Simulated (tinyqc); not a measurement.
Worked calculation: extended Hueckel theory, for N2+. The parameters take no account of the charge, which enters only through the electron count. One step of it, computed by the program tinyqc.

Task: Wolfsberg-Helmholz matrix. H_ij = K' S_ij (H_ii + H_jj)/2 for i != j (the diagonal keeps H_ii), with K' = K + D^2 + D^4 (1 - K), D = (H_ii - H_jj)/(H_ii + H_jj), K = 1.75.

overlap S:
```
            1N 2s    1N 2px    1N 2py     1N 2pz     2N 2s    2N 2px    2N 2py     2N 2pz
1N 2s    1.000000  0.000000  0.000000   0.000000  0.385777  0.000000  0.000000  -0.398980
1N 2px   0.000000  1.000000  0.000000   0.000000  0.000000  0.227364  0.000000   0.000000
1N 2py   0.000000  0.000000  1.000000   0.000000  0.000000  0.000000  0.227364   0.000000
1N 2pz   0.000000  0.000000  0.000000   1.000000  0.398980  0.000000  0.000000  -0.332537
2N 2s    0.385777  0.000000  0.000000   0.398980  1.000000  0.000000  0.000000   0.000000
2N 2px   0.000000  0.227364  0.000000   0.000000  0.000000  1.000000  0.000000   0.000000
2N 2py   0.000000  0.000000  0.227364   0.000000  0.000000  0.000000  1.000000   0.000000
2N 2pz  -0.398980  0.000000  0.000000  -0.332537  0.000000  0.000000  0.000000   1.000000
```

diagonal H_ii (eV): 1N 2s -26.000000, 1N 2px -13.400000, 1N 2py -13.400000, 1N 2pz -13.400000, 2N 2s -26.000000, 2N 2px -13.400000, 2N 2py -13.400000, 2N 2pz -13.400000

K = 1.750000

Give: H.

Result:

H (eV):
```
           1N 2s    1N 2px    1N 2py    1N 2pz     2N 2s    2N 2px    2N 2py    2N 2pz
1N 2s   -26.0000    0.0000    0.0000    0.0000  -17.5528    0.0000    0.0000   14.4970
1N 2px    0.0000  -13.4000    0.0000    0.0000    0.0000   -5.3317    0.0000    0.0000
1N 2py    0.0000    0.0000  -13.4000    0.0000    0.0000    0.0000   -5.3317    0.0000
1N 2pz    0.0000    0.0000    0.0000  -13.4000  -14.4970    0.0000    0.0000    7.7980
2N 2s   -17.5528    0.0000    0.0000  -14.4970  -26.0000    0.0000    0.0000    0.0000
2N 2px    0.0000   -5.3317    0.0000    0.0000    0.0000  -13.4000    0.0000    0.0000
2N 2py    0.0000    0.0000   -5.3317    0.0000    0.0000    0.0000  -13.4000    0.0000
2N 2pz   14.4970    0.0000    0.0000    7.7980    0.0000    0.0000    0.0000  -13.4000
```
